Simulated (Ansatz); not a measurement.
SiH2 (SMILES [SiH2]) moved off its minimum; all values from Ansatz (a program for electronic structure), cores frozen in correlated methods. Open shells are unrestricted.
(charge 0, multiplicity 3)
```xyz
3

Si     0.01842     0.08816     0.02759
H     -1.37755    -0.59515     0.02818
H      1.32026    -0.71527     0.01784
```

| level | largest force (eV/Å) | on atom | rms difference from CCSD(T)/aug-cc-pV(T+d)Z (eV/Å) | dipole (D) |
|---|---|---|---|---|
| HF/def2-TZVPP | 1.37 | H2 | 0.146 | 0.11 |
| PBE/def2-TZVPP | 0.83 | H2 | 0.134 | 0.02 |
| r2SCAN/def2-TZVPP | 1.06 | H2 | 0.012 | 0.06 |
| B3LYP/def2-TZVPP | 1.03 | H2 | 0.028 | 0.06 |
| wB97M-V/def2-TZVPP | 1.15 | H2 | 0.036 | 0.13 |
| MP2/aug-cc-pV(T+d)Z | 1.27 | H2 | 0.101 | 0.05 |
| CCSD(T)/aug-cc-pV(T+d)Z | 1.08 | H2 | 0.000 | 0.03 |

The differences count from one level among others, with limits of its own. Forces at CCSD(T)/aug-cc-pV(T+d)Z (eV/Å):

| atom | Fx | Fy | Fz |
|---|---|---|---|
| Si1 | -0.318 | -0.616 | -0.003 |
| H2 | 1.022 | 0.346 | -0.001 |
| H3 | -0.704 | 0.270 | 0.004 |
